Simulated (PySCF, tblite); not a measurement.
Isomers of CH4ClSi (doublet state), one GFN2-xTB conformer each. Single-point energies are computed at B3LYP/pcH-1 (PySCF, gas phase, no added dispersion term), electronic only. GFN2-xTB treats the open shell by occupation alone, and not every SCF solution was tested for stability.

| SMILES | GFN2-xTB relative energy (kcal/mol) |
| --- | --- |
| [SiH2]CCl | 0.0 |
| [SiH3][CH]Cl | 4.0 |

Conformers: `[SiH2:1][CH2:2][Cl:3]` (doublet state) with H–Si1–C2–Cl3 -66° and 66°.

What does B3LYP/pcH-1 give for the same structures?

| SMILES | B3LYP/pcH-1 E (Eh) | B3LYP/pcH-1 (kcal/mol) | GFN2-xTB (kcal/mol) | point group |
| --- | --- | --- | --- | --- |
| [SiH2]CCl | -790.16940 | 0.0 | 0.0 | Cs |
| [SiH3][CH]Cl | -790.16220 | 4.5 | 4.0 | Cs |

Both levels put the same isomer lowest. Neighbours under 5.0 kcal/mol apart ([SiH2]CCl and [SiH3][CH]Cl) can change places with a better method, another conformer or zero-point energy.

What happens when harmonic zero-point energies from GFN2-xTB frequencies are added?

| SMILES | ZPE (kcal/mol) | electronic (kcal/mol) | with ZPE (kcal/mol) |
| --- | --- | --- | --- |
| [SiH2]CCl | 26.5 | 0.0 | 0.0 |
| [SiH3][CH]Cl | 23.7 | 4.5 | 1.8 |

The zero-point energies span 2.8 kcal/mol. The order is unchanged.
